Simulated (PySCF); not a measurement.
# Al: ionisation energy

Al [Ne] 3s2 3p1 (2P) → Al⁺ [Ne] 3s2 (1S), as a difference of total energies. Calculation: PySCF 2.14, in dyall-av3z (19s12p3d2f, 84 functions); scalar relativity by spin-free X2C-1e. Correlated levels: valence: [Ne] frozen; virtual orbitals above 40 to 60 times the deepest correlated orbital energy dropped. The calculations carry no spin-orbit coupling.

```tsv
method	ionisation energy (eV)
UHF	5.598
MP2 (valence)	5.825
SCS-MP2 (valence)	5.809
CCSD (valence)	5.914
CCSD(T) (valence)	5.947
```

How much does correlation contribute at CCSD(T) (valence)?

5.947 − (5.598) = 0.349 eV, measured against UHF.

A first-order spin-orbit estimate (lowest level to lowest level, LS coupling) adds 0.008 eV.

Errors of the correlated levels include the incompleteness of this basis and the frozen core.

For comparison: 5.986 eV (measured; NIST Atomic Spectra Database, ionization energies).
